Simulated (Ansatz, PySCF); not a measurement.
Dimer: CH5N (SMILES CN) (first 7 atoms) with CH4O (SMILES CO); geometry from S66by8 set.
(charge 0, multiplicity 1):
| atom | x (Å) | y (Å) | z (Å) |
|---|---|---|---|
| N | -2.8259 | -0.5289 | -0.6308 |
| H | -1.8355 | -0.7412 | -0.6589 |
| H | -3.3009 | -1.4185 | -0.5540 |
| C | -3.1083 | 0.2728 | 0.5574 |
| H | -4.1741 | 0.4871 | 0.6072 |
| H | -2.8133 | -0.1809 | 1.5094 |
| H | -2.5955 | 1.2292 | 0.4730 |
| O | 2.6647 | -0.3121 | -0.4554 |
| H | 2.9468 | 0.0579 | -1.2953 |
| C | 3.0507 | 0.5995 | 0.5640 |
| H | 2.7275 | 0.1699 | 1.5071 |
| H | 4.1317 | 0.7386 | 0.6030 |
| H | 2.5722 | 1.5731 | 0.4488 |

Counterpoise-corrected where a basis set is named; no monomer relaxation. Rows marked so take none.

Rows in 3-21G carry no dispersion term and start afresh at each structure.

Programs: Ansatz (Gaussian orbitals); PySCF for 3-21G rows, the dispersion terms. Each number belongs to the level named beside it.

### Question
Estimate the interaction energy that HF/aug-cc-pVDZ returns for this input.

### Answer
-0.3 kcal/mol

Ansatz is a first-principles code.
